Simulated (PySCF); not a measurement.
**Adding and removing an electron: MgCl**

UHF-MP2; Mg pcseg-1, Cl pcseg-1; no relativity (PySCF 2.14). Neutral (UHF): doublet (σ ↑), Re = 2.283 Å, ωe = 417 cm⁻¹, De = 2.99 eV.

MgCl⁺ (RHF): singlet (closed shell), Re = 2.177 Å, ωe = 505 cm⁻¹, De = 2.37 eV to Mg⁺ + Cl. The energies at the minima are -659.25438 hartree for MgCl and -658.97296 for MgCl⁺.

(1) Work out the adiabatic ionisation energy, without and with harmonic zero-point energies (1 hartree = 27.2114 eV, 1 eV = 8065.5 cm⁻¹), and the change of the bond length.

Correlated steps freeze 6 core orbitals. Correlated levels converge slowly with the basis: in double zeta they bind strong bonds too weakly, by up to about 1 eV, and carry superposition errors of some tenths. For an ion De counts to the pair picked by the measured ionisation energies or electron affinities, which need not be the lowest pair at this level. Where the molecule has an RHF reference, its open-shell atoms are computed with UHF. States were picked by a PBE0 search and need not be the measured ground states.

Neutral and ion stand on different kinds of reference determinant, which adds to the error of the difference.

Answers

(1) At MP2: 0.28142 hartree = 7.658 eV between the minima; the zero-point term (505.0 − 417.0)/2 cm⁻¹ = +0.005 eV makes it 7.663 eV. Re changes by -10.6 pm against the neutral. The electron leaves a σ orbital, and the shorter bond of the ion fits an antibonding orbital, or a change in how ionic the bond is.
